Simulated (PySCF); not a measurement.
Carbon: a sound run and one with changed settings

Sound run: C [He] 2s2 2p2, C⁺ [He] 2s2 2p1. Calculation: PySCF 2.14, in jorge-DZP-DKH (4s2p1d, 15 functions); scalar relativity by spin-free X2C-1e. The sound run starts from symmetry-adapted Hartree-Fock orbitals and uses a fine grid where one is needed.

Changed run: radial step 0.3 in ln r (0.13 in the sound run). This setting is unsound on purpose.

```json
{"species": "C", "method": "UHF", "sound run (hartree)": "-37.70380", "changed run (hartree)": "-37.70380", "converged": "yes"}
{"species": "C", "method": "M06-L", "sound run (hartree)": "-37.85794", "changed run (hartree)": "-37.85827", "converged": "yes"}
{"species": "C", "method": "BP86", "sound run (hartree)": "-37.85732", "changed run (hartree)": "-37.85730", "converged": "yes"}
{"species": "C⁺", "method": "UHF", "sound run (hartree)": "-37.30641", "changed run (hartree)": "-37.30641", "converged": "yes"}
{"species": "C⁺", "method": "M06-L", "sound run (hartree)": "-37.43729", "changed run (hartree)": "-37.43817", "converged": "yes"}
{"species": "C⁺", "method": "BP86", "sound run (hartree)": "-37.43183", "changed run (hartree)": "-37.43182", "converged": "yes"}
```

Ionisation energy of C:

| method | sound run (eV) | changed run (eV) |
| --- | --- | --- |
| UHF | 10.813 | 10.813 |
| M06-L | 11.446 | 11.431 |
| BP86 | 11.578 | 11.578 |

A coarse radial grid mis-integrates the density and the exchange-correlation energy, with errors of either sign; Hartree-Fock needs no grid.

For comparison, NIST gives 11.260 eV between the lowest levels.
